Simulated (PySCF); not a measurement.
CFCl3.
Numbering: `[F:1][C:2]([Cl:3])([Cl:4])[Cl:5]`

Structure used (GFN2-xTB), in Å, numbered top down from 1:
```
atom  x, y, z in Å
F1     0.0603   -0.1410    1.3961
C2     0.0046   -0.0063    0.0667
Cl3   -0.4579    1.6606   -0.3126
Cl4    1.6028   -0.3706   -0.6039
Cl5   -1.2011   -1.1397   -0.5634
```

Method: B97-2/IGLO-III in PySCF (dipole) on a GFN2-xTB geometry, gas phase.

Masses are those of the commonest isotopes; rigid-rotor values at the optimised geometry. 

(1) What are A, B and C (MHz)?

(2) Classify the top.

(3) Is it planar, by Δ = Ic − Ia − Ib?

(4) Give the other two planar moments, Paa and Pbb, and the rms extents of the mass along the axes.

(5) Where do the R-branch lines fall?

(6) Estimate the classical rotational partition function at 10 K, 25 K and 200 K.

Answers

(1) Ia = 206.75, Ib = 206.79, Ic = 295.71 u·Å²; 505379 MHz·u·Å²/I gives A = 2444, B = 2444, C = 1709 MHz.

(2) An oblate symmetric top, as the point group C3v requires two equal moments: κ = (2 × 2444 − 2444 − 1709)/(2444 − 1709) = 1.00.

(3) Not planar: Δ = Ic − Ia − Ib = -117.84 u·Å². For a rigid frame Δ = −2 Σ m c², so Σ m c² = 58.92 u·Å² lies off the ab plane. The atom farthest from that plane is 1.59 Å away.

(4) Paa = Σ m a² = (Ib + Ic − Ia)/2 = 147.88 and Pbb = Σ m b² = (Ia + Ic − Ib)/2 = 147.83 u·Å². With the mass M = 135.90 u, the rms extents √(P/M) along a, b and c are 1.04, 1.04, 0.66 Å.

(5) The dipole of 0.44 D lies along the symmetry axis, so ΔK = 0 and J+1 ← J falls at 2B(J+1) for every K: 4.89 GHz, 9.78 GHz, 14.66 GHz, 19.55 GHz, 24.44 GHz for J = 0 to 4.

(6) Point group C3v, symmetry number σ = 3; q = (√π/σ)·√((kT/h)³/(ABC)), k/h = 20836.6 MHz/K: 556 at 10 K, 2200 at 25 K, 49700 at 200 K.

No frequency check. No vibrational averaging or centrifugal distortion is included, and the geometry carries the error of its method.
